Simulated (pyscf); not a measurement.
Thermochemistry of product channels of `[OH][Mg][O][AlH2]` + `[FH]` on the singlet surface, in kcal/mol, from ωB97M-D3(BJ)/def2-TZVP energies (ideal gas, 1 atm, RRHO with modes under 100 cm⁻¹ raised to 100, one conformer, R ln 2 for chiral ones without a mode under 150 cm⁻¹). Single points on ωB97X-D3(BJ)/def2-SVP structures (PySCF, gas phase).

```tsv
products	ΔE	ΔH(298 K)	ΔG(298 K)	ΔG(1200 K)
`[OH][Mg][OH]` + `[F][AlH2]`	-7.0	-6.8	-8.0	(withheld)
`[OH][Mg][F]` + `[OH][AlH2]`	-10.3	-9.9	-10.6	-12.3
```

**Question.** Fill in the missing entries.

**Answer.** 
- `[OH][Mg][OH]` + `[F][AlH2]`, ΔG(1200 K): -11.3

These are energies of the channels, which say nothing of barriers.
